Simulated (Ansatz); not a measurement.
Input file:

```yaml
crystal:
  periodic: [false, false, false]
  atoms:
    - {symbol: Sb, position_ang: [0.000000, 0.000000, 0.000000]}
    - {symbol: H, position_ang: [0.000000, 0.000000, 2.589000]}
basis:
  gaussian: {orbitals: def2-mTZVP}
total_charge: 1
magnetization: {spin_polarized: false, initial_magnetization: 3}
correlation: {active_space: {window: {electrons: 5, orbitals: 9}, states: [{multiplicity: 4, weights: [0.5, 1, 1]}], root: 0}}
output: {forces: true}
```

```sh
$ ansatz run in.yaml --threads 1 --pin off --events-out ev --progress --plain --max-ram 2393MiB
```

Problem. Roughly how long does this take on 1 thread of Arm Neoverse V2, shared host, and how much host memory?

Solution. 9 s wall and 0.21 GiB.

```
764 factors; integrals over basis functions are off by at most 1.9e-7 eV
mean field evaluation 1: about -6514.8806 eV, gradient 8.5e0 eV
mean field evaluation 2: about -6514.8832 eV, gradient 8.5e0 eV
mean field evaluation 4: about -6516.1004 eV, gradient 1.7e0 eV
mean field evaluation 8: about -6516.1802 eV, gradient 5.9e-2 eV
mean field evaluation 16: about -6515.3604 eV, gradient 1.1e-3 eV
mean field evaluation 32: about -6516.1108 eV, gradient 1.2e0 eV
mean field -6516.18025799 eV, -239.4652076557 hartree, gradient 2.0e-6 eV, S^2 3.750000; 7 other end points of the search recorded, 0 dependent functions left out
reference -6516.18025799 eV, -239.4652076557 hartree; 13, 10 occupied and 26, 29 virtual orbitals, 764 factors
state -6517.16926508 eV, -239.5015529956 hartree
state -6516.43414736 eV, -239.4745379179 hartree
state -6516.43414736 eV, -239.4745379179 hartree
the calculation of the forces begins
Total energy: -6517.16926508 eV, -239.5015529956 hartree
Atom 0 at     0.000000     0.000000     0.000000 Å, force     0.000000    -0.000000     0.343387 eV/Å
Atom 1 at     0.000000     0.000000     2.589000 Å, force    -0.000000     0.000000    -0.343387 eV/Å
Dipole moment:    -0.000000     0.000000     0.178081 e Å
```

Natural occupations, averaged over the states: 1.9468 1.0006 0.7996 0.6099 0.6099 0.0088 0.0088 0.0084 0.0073.

Forces (eV/Å):
```
Sb   0.000  0.000  0.343
H    0.000  0.000 -0.343
```
